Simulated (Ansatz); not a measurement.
# Lattice constant a of Y (model structure, started from the diamond type, Fd-3m, No. 227, 2 atoms in the cell) at several levels of theory

No measured value is used here.

| level (code) | value (Å) |
|---|---|
| PBE (Ansatz) | ? |
| PBEsol (Ansatz) | 6.830 |
| PBE-D3(BJ) (Ansatz) | 6.864 |
| r²SCAN (Ansatz) | 6.918 |

Q: Fill in the missing entries.

A: 
- PBE (Ansatz, a first-principles code), value (Å): 7.091

The crystal itself was run without spin with PBE, PBEsol, PBE-D3(BJ), r²SCAN; a magnetic state was not tried in these runs. Ansatz's density-functional and Hartree–Fock values are scalar-relativistic unless marked +SOC, with PAW data made under PBE.

A model structure was made by putting elements into a prototype or built by hand; it is no filed structure, need not be a known phase, and can be a saddle point held by its symmetry.
